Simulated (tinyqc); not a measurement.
Harmonic frequencies on the RHF/sto-3g surface (energies and gradients from PySCF), for H3O+, spin multiplicity 1, step by step. Computed by tinyqc, a small Python program that keeps every step (integrals from PySCF). Settings: charge = 1, multiplicity = 1, basis = sto-3g, delta = 0.002. Command: `OMP_NUM_THREADS=1 python tinyqc.py 21879 21880 out.jsonl` (the two numbers bound the seeds that draw the settings). One thread of a shared host (Intel(R) Xeon(R) Processor @ 2.60GHz), about 3 s of CPU time with the checks.

## One row of the Hessian: 3Hy

optimised positions (bohr):
```
,x,y,z
1O,0.024027,-0.001259,0.451080
2H,1.828319,-0.035350,-0.044467
3H,-0.856581,1.583931,-0.011409
4H,-0.916396,-1.551100,-0.013479
```

gradient at +delta (hartree/bohr):
```
,x,y,z
1O,0.00041066,-0.00096651,0.00019971
2H,-0.00001190,0.00003051,0.00000621
3H,-0.00044178,0.00096503,-0.00024445
4H,0.00004302,-0.00002903,0.00003854
```

gradient at -delta (hartree/bohr):
```
,x,y,z
1O,-0.00041453,0.00097644,-0.00020420
2H,0.00000748,-0.00002951,-0.00000534
3H,0.00045013,-0.00097179,0.00024803
4H,-0.00004307,0.00002486,-0.00003848
```

Displace 3Hy by +/-0.002 bohr; H(k, :) = (g(+) - g(-)) / (2 delta).

row of the Hessian (hartree/bohr^2): 1Ox 0.20629867, 1Oy -0.48573834, 1Oz 0.10097767, 2Hx -0.00484484, 2Hy 0.01500599, 2Hz 0.00288682, 3Hx -0.22297714, 3Hy 0.48420470, 3Hz -0.12311917, 4Hx 0.02152332, 4Hy -0.01347235, 4Hz 0.01925468

## Hessian by finite differences

All rows are made in the same way, and the matrix is symmetrised.

Hessian (symmetrised) (hartree/bohr^2):
```
,1Ox,1Oy,1Oz,2Hx,2Hy,2Hz,3Hx,3Hy,3Hz,4Hx,4Hy,4Hz
1Ox,1.06927427,0.00000515,-0.01091975,-0.59486242,0.00904053,0.19317887,-0.22914661,0.20629787,-0.08795371,-0.24526561,-0.21534355,-0.09430541
1Oy,0.00000515,1.06940681,0.00081675,0.00908632,-0.11440311,-0.00372698,0.20697013,-0.48573829,0.16067339,-0.21606159,-0.46926579,-0.15776316
1Oz,-0.01091975,0.00081675,0.14257863,0.12499327,-0.00242592,-0.05116018,-0.05498672,0.10097704,-0.04553749,-0.05908682,-0.09936787,-0.04588088
2Hx,-0.59486242,0.00908632,0.12499327,0.60260583,-0.00981377,-0.15058514,-0.00323374,-0.00484485,0.01245437,-0.00450960,0.00557231,0.01313751
2Hy,0.00904053,-0.11440311,-0.00242592,-0.00981377,0.08313510,0.00289302,0.03902927,0.01500606,-0.01796386,-0.03825602,0.01626207,0.01749676
2Hz,0.19317887,-0.00372698,-0.05116018,-0.15058514,0.00289302,0.05191652,-0.02122416,0.00288791,-0.00038816,-0.02136936,-0.00205396,-0.00036821
3Hx,-0.22914661,0.20697013,-0.05498672,-0.00323374,0.03902927,-0.02122416,0.20684522,-0.22297628,0.06758037,0.02553528,-0.02302309,0.00863050
3Hy,0.20629787,-0.48573829,0.10097704,-0.00484485,0.01500606,0.00288791,-0.22297628,0.48420470,-0.12312083,0.02152324,-0.01347235,0.01925590
3Hz,-0.08795371,0.16067339,-0.04553749,0.01245437,-0.01796386,-0.00038816,0.06758037,-0.12312083,0.04660402,0.00791887,-0.01958852,-0.00067840
4Hx,-0.24526561,-0.21606159,-0.05908682,-0.00450960,-0.03825602,-0.02136936,0.02553528,0.02152324,0.00791887,0.22424008,0.23279435,0.07253729
4Hy,-0.21534355,-0.46926579,-0.09936787,0.00557231,0.01626207,-0.00205396,-0.02302309,-0.01347235,-0.01958852,0.23279435,0.46647620,0.12101032
4Hz,-0.09430541,-0.15776316,-0.04588088,0.01313751,0.01749676,-0.00036821,0.00863050,0.01925590,-0.00067840,0.07253729,0.12101032,0.04692746
```

## Normal modes

masses (u): 1O 15.994915, 2H 1.007825, 3H 1.007825, 4H 1.007825

Diagonalise H_ij / sqrt(m_i m_j); the 6 smallest eigenvalues belong to translations and rotations; wavenumber = sqrt(eigenvalue / 1822.888) x 219474.63; each mode has its largest component positive (the first on a tie); zero-point energy = sum of wavenumbers / 2, with 349.755 1/cm per kcal/mol.

eigenvalues of the mass-weighted Hessian (hartree/(bohr^2 u)): -0.000002  -0.000001  0.000000  0.000000  0.000000  0.000000  0.027113  0.140650  0.140652  0.625230  0.702373  0.702382

harmonic wavenumbers of the vibrations (1/cm): 846.4  1927.9  1927.9  4064.7  4308.1  4308.2

mass-weighted modes:
```
,mode 1,mode 2,mode 3,mode 4,mode 5,mode 6
1Ox,-0.004582,-0.243240,-0.003838,0.001048,-0.147925,-0.247878
1Oy,0.000348,0.003837,-0.243256,-0.000057,-0.247898,0.147933
1Oz,-0.388937,0.002869,-0.000170,0.087649,0.001531,0.003051
2Hx,0.132977,-0.120326,0.014979,0.561672,0.373638,0.653630
2Hy,-0.002882,0.004931,0.764399,-0.010635,0.002748,-0.017950
2Hz,0.514983,-0.167852,0.001057,-0.123023,-0.104028,-0.182124
3Hx,-0.055266,0.553220,0.380641,-0.273595,-0.176709,0.322382
3Hy,0.110651,0.372128,0.093923,0.493127,0.338146,-0.568550
3Hz,0.517286,0.077964,-0.151273,-0.112743,-0.098862,0.169175
4Hx,-0.059459,0.536130,-0.380330,-0.292251,0.392375,0.011486
4Hy,-0.109155,-0.392343,0.110763,-0.482267,0.646684,-0.002837
4Hz,0.517180,0.078457,0.150893,-0.113412,0.196790,0.000793
```

zero-point energy = 24.850366 kcal/mol

Within a degenerate level the vectors are fixed only up to a rotation; this is one choice.
